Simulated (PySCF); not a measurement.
**Gas-phase thermal properties of BOF**

Energies from PySCF (xtb for GFN2), thermal terms from the rigid-rotor harmonic-oscillator model, ideal gas at 1 bar. The comparison is the NASA 1993 polynomial table, which mixes measured and estimated data. 6-31G* has spherical d functions here. All species are closed-shell singlets. B3LYP is the form with VWN-RPA correlation. The harmonic model lacks anharmonicity and excited electronic states, which grow with temperature; levels with a mode under 35 cm⁻¹ are left out. The table's entry may be an old estimate for BOF (not checked at source).

```
level           point group  σ  ZPE (kJ/mol)  S°298 (J/mol/K)  Cp298 (J/mol/K)  S°1000 (J/mol/K)  H1000 − H298 (kJ/mol)
--------------  -----------  -  ------------  ---------------  ---------------  ----------------  ---------------------
table                     -  -             -            224.8             41.0             284.4                   35.7
B3LYP/6-31G*            C∞v  1          24.9            225.1             41.3             284.4                   35.4
GFN2-xTB                C∞v  1          24.4            226.6             42.6             286.6                   35.7
HF/6-31G*               C∞v  1          26.8            223.7             40.0             281.8                   34.8
PBE/def2-SVP            C∞v  1          24.3            225.5             41.7             285.2                   35.6
PBE0/def2-TZVP          C∞v  1          25.2            224.4             40.8             283.5                   35.3
```
σ: rotational symmetry number. Electronic degeneracy used: 1. Frequencies are unscaled.
